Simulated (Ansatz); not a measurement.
Density of states of Ba₂Bi₃ (Immm, a = 4.814 Å, b = 7.976 Å, c = 10.251 Å, α = 90.00°, β = 90.00°, γ = 90.00°), in states per eV and primitive cell, averaged over bins of 0.3 eV. Method: Ansatz 0.2.0, DFT r2SCAN, scalar-relativistic, plane waves, PAW.

Settings: cutoff 500 eV, Γ-centred mesh 10×10×10 on the computed 5-atom cell, Gaussian smearing of 0.10 eV; no spin polarisation.

The cell is relaxed at this level. The states (both spins) are summed by tetrahedra on a 15×15×15 mesh at the self-consistent density. Energies are bin centres; the table starts no lower than −8 eV and ends at 6 eV, or lower where the solved bands end.

It is a metal at this level.

```tsv
E − E_F (eV)	total	Bi 6p	Ba 6s	Bi 6s	Ba 5p
-4.00	0.54	0.49	0.03	0.00	0.01
-3.70	1.50	1.34	0.08	0.02	0.02
-3.40	2.30	2.05	0.14	0.02	0.03
-3.10	3.72	3.35	0.18	0.06	0.04
-2.80	2.62	2.19	0.24	0.08	0.04
-2.50	2.80	2.35	0.23	0.09	0.04
-2.20	3.39	2.92	0.23	0.08	0.05
-1.90	3.70	3.18	0.23	0.08	0.07
-1.60	6.19	5.46	0.19	0.09	0.11
-1.30	5.63	4.94	0.11	0.12	0.07
-1.00	4.03	3.55	0.04	0.08	0.05
-0.70	2.70	2.30	0.02	0.07	0.02
-0.40	2.16	1.79	0.02	0.06	0.01
-0.10	2.46	2.03	0.02	0.10	0.01
0.20	1.52	1.22	0.01	0.08	0.01
0.50	1.16	0.83	0.02	0.05	0.00
0.80	1.06	0.62	0.07	0.03	0.00
1.10	2.35	1.34	0.12	0.07	0.01
1.40	3.19	1.57	0.27	0.10	0.01
1.70	4.16	1.56	0.46	0.12	0.01
2.00	3.96	1.10	0.39	0.10	0.01
2.30	3.67	0.92	0.25	0.06	0.00
2.60	4.33	0.91	0.26	0.05	0.00
2.90	4.76	0.85	0.35	0.05	0.00
3.20	5.43	0.73	0.40	0.06	0.01
3.50	6.61	0.69	0.47	0.04	0.00
3.80	6.44	0.71	0.48	0.04	0.00
4.10	5.66	0.56	0.42	0.04	0.00
4.40	6.52	0.49	0.48	0.04	0.00
```

The columns after the total are the main Löwdin projections on the occupied valence shells of the potentials; 1 other is left out. The rest of the total lies in those, in shells that are empty in the free atom, which aren't projected, and between the atoms.

Spin-orbit coupling is left out, which matters for the bands of heavy elements.